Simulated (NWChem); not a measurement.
Molecule: Na2; SMILES [Na][Na]

```xyz
2

Na     0.0000     0.0000    -1.5625
Na     0.0000     0.0000     1.5625
```
Atoms are numbered in this order, from 1.

The geometry was optimised at PBE0/def2-SVP.

List the 4 lowest vertical singlet excitations from LRC-wPBEh/6-31G* (spherical d), full TDDFT (NWChem).


| state | energy (eV) | oscillator strength | leading excitation (squared amplitude) |
|---|---|---|---|
| S1 | 2.06 | 0.639 | HOMO → LUMO (1.03) |
| S2 | 2.58 | 0.637 | HOMO → LUMO+1 (1.01) |
| S3 | 2.58 | 0.637 | HOMO → LUMO+2 (1.01) |
| S4 | 3.08 | 0.000 | HOMO → LUMO+3 (0.99) |
